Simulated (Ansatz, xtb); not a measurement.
# C4H4F2: 9 structures ranked

9 gas-phase structures of C4H4F2, from a drawn sample of its isomers (lower ones may exist). Each was relaxed with GFN2-xTB:

A. `C=C/C(F)=C\F`, a singlet
B. `C=C(F)/C=C/F`, a singlet
C. `C=C/C(F)=C/F`, a singlet
D. `C=CC=C(F)F`, a singlet
E. `F/C=C/C=C/F`, a singlet
F. `C=C(F)/C=C\F`, a singlet
G. `F/C=C\C=C/F`, a singlet
H. `F/C=C\C=C\F`, a singlet
I. `C=C(F)C(=C)F`, a singlet

Task: Estimate their order in r2SCAN-D4/def2-SVP energy at these geometries, lowest first.

Result: Calculated order at r2SCAN-D4/def2-SVP: D (0.000), I (0.089), B (0.120), G (0.161), F (0.193), H (0.215), E (0.264), A (0.335), C (0.364) eV. Less than 1 kcal/mol parts I and B; B and G; G and F; F and H; A and C, so the order within those pairs means little.

Energies above the lowest of each column, in eV; the last columns are at PBE0-D3(BJ)/def2-SVP geometries and were run for some of them only (a dash: not run or not comparable):

```
structure  GFN2-xTB  HF/STO-3G  r2SCAN-D4/def2-SVP  PBE0-D3(BJ)/def2-SVP  CCSD(T)/def2-SVP + ΔMP2/def2-TZVPP
        D     0.000      0.000               0.000                 0.000                               0.000
        I     0.070      0.258               0.089                 0.121                               0.056
        B     0.002      0.237               0.120                 0.144                               0.083
        G     0.059      0.247               0.161                 0.174                               0.119
        F     0.160      0.273               0.193                 0.220                               0.173
        H     0.042      0.257               0.215                 0.222                               0.165
        E     0.007      0.262               0.264                     –                                   –
        A     0.173      0.382               0.335                     –                                   –
        C     0.272      0.380               0.364                     –                                   –
```

Every level run on D puts it lowest or level with the lowest. CCSD(T)/def2-SVP + ΔMP2/def2-TZVPP orders those it was run on as D (0.000), I (0.056), B (0.083), G (0.119), H (0.165), F (0.173) eV. Less than 1 kcal/mol parts I and B; B and G; H and F, so the order within those pairs means little. Flexible structures stand in one conformer each, not always the lowest. Frequencies (PBE0-D3(BJ)/def2-SVP) were run for B, D, F, G, H, I alone. ΔMP2 is the change of the MP2 energy from the smaller to the larger basis.

Over these structures GFN2-xTB departs from r2SCAN-D4/def2-SVP by 0.063 eV on average once a common shift is removed. A GFN2-xTB relaxation took about 0.18 s and the r2SCAN-D4/def2-SVP energy about 3.3 s on a shared host (Ansatz 0.2.0, xtb 6.7.1).
